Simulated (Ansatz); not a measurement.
# CH₂Li₂ (SMILES [Li][CH2][Li]): functionals against CCSD(T) at one geometry

The task here is to estimate one member of a computed series from the others.

Method: single points in def2-TZVPP; program: Ansatz 0.2.0, Gaussian basis.

Cores are frozen in the correlated methods. The outer core shell of Li, Na, Mg and K is correlated.

### Where the work starts

5 atoms, charge 0, spin multiplicity 1.

Atoms are counted from 1 here; the program's logs count them from 0.

Bond lengths: Li1–C2 1.819 Å, C2–Li3 1.943 Å, C2–H4 1.222 Å, C2–H5 1.260 Å. Angles: Li1–C2–Li3 100.5°, Li1–C2–H4 122.4°, Li1–C2–H5 104.8°, Li3–C2–H4 113.4°, Li3–C2–H5 112.1°, H4–C2–H5 103.5°.

Coordinates:

```xyz
5
charge 0, multiplicity 1
Li   -0.8157   -1.0014    1.1742
C    -0.0534    0.1742    0.0148
Li    1.7280   -0.5860   -0.1387
H    -0.0505    1.3798    0.2114
H    -0.7150    0.0507   -1.0501
```

The first run:

Contents of run/in.yaml:

```yaml
crystal:
  periodic: [false, false, false]
  atoms:
    - {symbol: Li, position_ang: [-0.815700, -1.001400, 1.174200]}
    - {symbol: C, position_ang: [-0.053400, 0.174200, 0.014800]}
    - {symbol: Li, position_ang: [1.728000, -0.586000, -0.138700]}
    - {symbol: H, position_ang: [-0.050500, 1.379800, 0.211400]}
    - {symbol: H, position_ang: [-0.715000, 0.050700, -1.050100]}
basis:
  gaussian: {orbitals: def2-TZVPP}
correlation: {method: ccsd_t}
output: {forces: true}
```

The command line of these runs was not kept.

Steps of the session up to this table: CCSD(T)/def2-TZVPP; PBE0-D4/def2-TZVPP; wB97M-V/def2-TZVPP; r2SCAN-D4/def2-TZVPP; PBE-D4/def2-TZVPP; BLYP-D4/def2-TZVPP; revPBE-D4/def2-TZVPP.

One table of the session follows, with a row left open; its other results are not shown here.

| method | RMS force component (eV/Å) | angle to CCSD(T) forces (°) | dipole (D) |
| --- | --- | --- | --- |
| CCSD(T) | 1.476 | reference | 6.61 |
| PBE0-D4 | 1.457 | 2.7 | 6.69 |
| wB97M-V | 1.481 | 2.4 | 6.74 |
| r2SCAN-D4 | 1.437 | 1.7 | 6.73 |
| PBE-D4 | ? | ? | ? |
| BLYP-D4 | 1.359 | 0.5 | 6.22 |
| revPBE-D4 | 1.357 | 1.2 | 6.31 |

Q: Estimate the row for PBE-D4 from the others.

**Answer.** RMS force component (eV/Å): 1.367; angle to CCSD(T) forces (°): 0.9; dipole (D): 6.29. In the column «RMS force component (eV/Å)» it lies between BLYP-D4 (1.359) and r2SCAN-D4 (1.437).
